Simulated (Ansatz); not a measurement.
Two isomers of C3H8OS: A = `OCCCS`, B = `CCS(C)=O`.

Isolated molecules relaxed with PBE0-D4/def2-TZVP in Ansatz; ΔE leaves out vibrations. CCSD(T)/CBS is the MP2 limit (def2-TZVPP, def2-QZVPP) plus CCSD(T) − MP2 in def2-TZVPP, frozen cores. DFT in def2-TZVPP. B3LYP here is the variant with VWN-RPA as its local correlation; programs differ in this. Each species was taken in one conformer, which may not be the lowest.

(1) Which is lower in electronic energy at CCSD(T)/CBS, and by how much? (An estimate is asked.)

(2) Give E(B) − E(A) in kJ/mol with r2SCAN-D4, PBE0-D4, B3LYP, B3LYP-D4, CCSD/def2-TZVPP, CCSD(T)/def2-TZVPP, HF/def2-TZVPP. (Best estimate.)

Largest T1 diagnostic: 0.014.

Results:

(1) Ansatz gave: A, by 48.6 kJ/mol.

(2) The calculation gave: r2SCAN-D4 29.9, PBE0-D4 43.7, B3LYP 46.6, B3LYP-D4 41.6, CCSD/def2-TZVPP 68.6, CCSD(T)/def2-TZVPP 61.4, HF/def2-TZVPP 79.9. None reverses the order clearly.

In def2-TZVPP, CCSD(T) changes the Hartree–Fock value by −18.5 kJ/mol (the triples alone add −7.2 kJ/mol) and MP2 by −29.4 kJ/mol. The D4 term adds −5.0 kJ/mol with B3LYP and −2.5 kJ/mol with PBE0; it sums over pairs of atoms, weighted by their polarisabilities, and B3LYP, whose exchange is more repulsive, gets the larger term.
